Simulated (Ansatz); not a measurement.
Steps of a relaxation of C3H7N, SMILES `C/C=N/C` with RKS PBE0-D4/def2-TZVP.

```sh
$ ansatz run in.yaml --threads 2 --pin off --events-out ev --progress --plain --max-ram 4352MiB
```

```yaml
crystal:
  periodic: [false, false, false]
  atoms:
    - {symbol: C, position_ang: [-1.302091, 1.161466, -0.657793]}
    - {symbol: C, position_ang: [-0.462405, 0.025615, -0.159509]}
    - {symbol: N, position_ang: [0.753062, 0.178067, 0.200230]}
    - {symbol: C, position_ang: [1.486030, -0.970545, 0.674104]}
    - {symbol: H, position_ang: [-1.700316, 0.941970, -1.671587]}
    - {symbol: H, position_ang: [-2.186613, 1.308467, -0.001153]}
    - {symbol: H, position_ang: [-0.707872, 2.094707, -0.686852]}
    - {symbol: H, position_ang: [-0.962719, -0.979098, -0.112958]}
    - {symbol: H, position_ang: [1.843020, -0.781138, 1.709161]}
    - {symbol: H, position_ang: [0.905646, -1.926943, 0.669865]}
    - {symbol: H, position_ang: [2.399458, -1.109467, 0.057092]}
basis:
  gaussian: {orbitals: def2-TZVP}
hamiltonian: {xc: pbe0, dispersion: d4}
relax: {f_tol: 0.005, max_steps: 150}
```

Positions (Å) and forces (eV/Å) along the path, 7 of 7 steps:

```xyz
11
step=1 energy=-4710.7497 eV
C    -1.302    1.161   -0.658   -0.086    0.192   -0.057
C    -0.462    0.026   -0.160    0.676   -0.241    0.275
N     0.753    0.178    0.200   -1.026   -0.231   -0.289
C     1.486   -0.971    0.674    0.214   -0.334    0.146
H    -1.700    0.942   -1.672    0.230    0.090    0.479
H    -2.187    1.308   -0.001    0.442   -0.077   -0.289
H    -0.708    2.095   -0.687   -0.312   -0.477    0.011
H    -0.963   -0.979   -0.113    0.317    0.535   -0.011
H     1.843   -0.781    1.709   -0.214   -0.059   -0.504
H     0.906   -1.927    0.670    0.237    0.509   -0.023
H     2.399   -1.109    0.057   -0.479    0.092    0.262
11
step=2 energy=-4710.7983 eV
C    -1.292    1.152   -0.652   -0.066    0.043   -0.020
C    -0.454    0.025   -0.154    0.086   -0.038    0.016
N     0.748    0.184    0.198   -0.204   -0.070   -0.041
C     1.474   -0.965    0.669    0.125   -0.135    0.066
H    -1.678    0.931   -1.657    0.060    0.032    0.137
H    -2.168    1.293   -0.003    0.122   -0.019   -0.091
H    -0.710    2.078   -0.680   -0.082   -0.140    0.007
H    -0.938   -0.971   -0.108    0.084    0.166    0.003
H     1.826   -0.777    1.693   -0.057   -0.024   -0.155
H     0.887   -1.902    0.663    0.070    0.162   -0.009
H     2.371   -1.106    0.052   -0.139    0.023    0.087
11
step=3 energy=-4710.8018 eV
C    -1.291    1.149   -0.652    0.001   -0.009   -0.003
C    -0.451    0.027   -0.155   -0.017    0.027    0.040
N     0.747    0.185    0.199    0.005    0.001   -0.027
C     1.473   -0.964    0.668    0.007   -0.016    0.015
H    -1.671    0.930   -1.654    0.001   -0.001   -0.007
H    -2.165    1.287   -0.007   -0.003   -0.004    0.004
H    -0.713    2.072   -0.677    0.005    0.011   -0.001
H    -0.935   -0.963   -0.100    0.005   -0.014   -0.017
H     1.823   -0.779    1.687    0.002    0.005    0.006
H     0.884   -1.894    0.660   -0.007   -0.003   -0.001
H     2.365   -1.107    0.052    0.002    0.003   -0.008
11
step=4 energy=-4710.8018 eV
C    -1.291    1.149   -0.652    0.007   -0.009   -0.003
C    -0.450    0.027   -0.155   -0.018    0.022    0.042
N     0.748    0.186    0.199    0.020   -0.032   -0.018
C     1.473   -0.965    0.668   -0.013    0.020    0.003
H    -1.668    0.931   -1.655   -0.003   -0.003   -0.009
H    -2.167    1.284   -0.009   -0.007   -0.003    0.004
H    -0.715    2.073   -0.675    0.006    0.012    0.000
H    -0.933   -0.963   -0.099    0.003   -0.007   -0.020
H     1.825   -0.779    1.687    0.003    0.001    0.007
H     0.882   -1.893    0.661   -0.004   -0.002    0.001
H     2.363   -1.109    0.050    0.004    0.001   -0.007
11
step=5 energy=-4710.8017 eV rejected
C    -1.292    1.150   -0.650    0.003   -0.001    0.018
C    -0.452    0.029   -0.150    0.025   -0.011   -0.083
N     0.749    0.186    0.198   -0.002   -0.001    0.050
C     1.473   -0.965    0.669   -0.009    0.018   -0.024
H    -1.665    0.930   -1.655   -0.001   -0.006   -0.009
H    -2.170    1.283   -0.011   -0.012    0.003    0.004
H    -0.716    2.074   -0.671    0.004    0.011    0.003
H    -0.930   -0.965   -0.110   -0.017    0.000    0.037
H     1.831   -0.775    1.684    0.002    0.002    0.008
H     0.878   -1.890    0.669   -0.004   -0.011    0.002
H     2.359   -1.114    0.046    0.011   -0.003   -0.005
11
step=6 energy=-4710.8020 eV
C    -1.291    1.150   -0.651    0.002   -0.001    0.001
C    -0.451    0.028   -0.151   -0.005    0.003    0.006
N     0.748    0.186    0.199    0.004   -0.007    0.000
C     1.473   -0.965    0.668   -0.002    0.006   -0.004
H    -1.663    0.931   -1.657    0.000   -0.001   -0.002
H    -2.171    1.282   -0.013   -0.001   -0.001    0.000
H    -0.716    2.075   -0.671    0.000    0.002    0.001
H    -0.934   -0.963   -0.099    0.001   -0.001   -0.003
H     1.830   -0.778    1.685    0.000    0.004    0.000
H     0.881   -1.892    0.665   -0.002   -0.001    0.001
H     2.360   -1.110    0.046    0.003   -0.003    0.000
11
step=7 energy=-4710.8020 eV
C    -1.291    1.150   -0.651    0.001    0.001    0.000
C    -0.451    0.029   -0.151    0.001   -0.002   -0.003
N     0.748    0.185    0.199    0.000   -0.002    0.004
C     1.473   -0.965    0.668   -0.002    0.004   -0.005
H    -1.660    0.932   -1.658    0.000    0.001    0.000
H    -2.173    1.280   -0.015    0.000   -0.001   -0.001
H    -0.717    2.076   -0.668   -0.001   -0.001    0.001
H    -0.934   -0.963   -0.100   -0.001    0.001    0.002
H     1.832   -0.776    1.684    0.000    0.001   -0.001
H     0.879   -1.892    0.668    0.000    0.000    0.001
H     2.359   -1.113    0.044    0.001   -0.002    0.001
```

It took 25 s on 2 threads of an Arm Neoverse V1 on a shared host, with 0.32 GiB of host memory at the peak.
